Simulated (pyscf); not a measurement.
`[AsH2][GaH][AsH2]` + `[H][H]` → `[GaH2][AsH2]` + `[AsH3]` (four-centre exchange; singlet surface; As–Ga, H–H broken, Ga–H, As–H formed). Optimised with ωB97X-D3(BJ)/def2-SVP in PySCF. Energies in kcal/mol from the separated reactants.

```
level                   barrier  reaction energy
----------------------  -------  ---------------
PBE/def2-TZVP              26.6            +11.5
r²SCAN/def2-TZVP              ?            +12.0
B3LYP-D3(BJ)/def2-TZVP     31.1            +11.5
M06-2X/def2-TZVP           33.3            +13.4
ωB97M-D3(BJ)/def2-TZVP     32.0             +9.4
HF/def2-TZVP                  ?                ?
```

Problem. What belongs in the gaps?

Solution. 
- r²SCAN/def2-TZVP, barrier: 27.4
- HF/def2-TZVP, barrier: 47.2
- HF/def2-TZVP, reaction energy: +4.9

The functionals in the table span 6.7 kcal/mol in this barrier, from PBE to M06-2X. On the product side the descent ends in a complex (not fully relaxed), 5.4 kcal/mol under the separated species and 23.6 kcal/mol under the saddle at ωB97X-D3(BJ)/def2-TZVP. At the saddle there is also a short Ga–H contact that neither side keeps. One saddle was located; it need not be the lowest between these sides. Elements up to Kr have no core potential and no relativistic terms here.
